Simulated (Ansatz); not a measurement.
Cohesive energy (eV/atom) of solids drawn from the class of elemental solids other than molecular ones, at two levels: LDA (Ansatz, a first-principles code, PAW), and PBEsol (PAW; Ansatz).

```json
[
 {"solid": "bcc Ba", "LDA": "2.24", "PBEsol": "2.12", "shift (eV/atom)": "-0.12"},
 {"solid": "bcc Na", "LDA": "1.25", "PBEsol": "1.15", "shift (eV/atom)": "-0.10"},
 {"solid": "hcp Co", "LDA": "6.67", "PBEsol": "5.84", "shift (eV/atom)": "-0.83"},
 {"solid": "bcc Rb", "LDA": "0.92", "PBEsol": "0.84", "shift (eV/atom)": "-0.08"},
 {"solid": "hcp Ru", "LDA": "8.78", "PBEsol": "7.77", "shift (eV/atom)": "-1.01"},
 {"solid": "bcc W", "LDA": "10.18", "PBEsol": "9.18", "shift (eV/atom)": "-1.00"},
 {"solid": "diamond-structure Ge", "LDA": "4.59", "PBEsol": "4.15", "shift (eV/atom)": "-0.44"},
 {"solid": "hcp Be", "LDA": "4.23", "PBEsol": "3.98", "shift (eV/atom)": "-0.25"},
 {"solid": "fcc Pd", "LDA": "5.06", "PBEsol": "4.44", "shift (eV/atom)": "-0.62"},
 {"solid": "bcc Mo", "LDA": "8.10", "PBEsol": "7.12", "shift (eV/atom)": "-0.98"}
]
```

The shifts run from -1.01 eV/atom to -0.08 eV/atom, with a median of -0.53 eV/atom.

Over all 10 rows PBEsol is the larger in 0.

Ansatz's runs of these crystals have no spin polarisation, but for hcp Co.

Density-functional runs with spin start from parallel moments for hcp Co.

Spin–orbit coupling is left out, also for the solids with elements from indium on (bcc Ba, bcc W); its size isn't shown.

Free atoms are spin-polarised, in the lowest state found; at levels without +SOC their spin–orbit coupling is left out. Each level is taken at its own relaxed cell. Ansatz's density-functional and Hartree–Fock values are scalar-relativistic unless marked +SOC, with PAW data made under PBE.
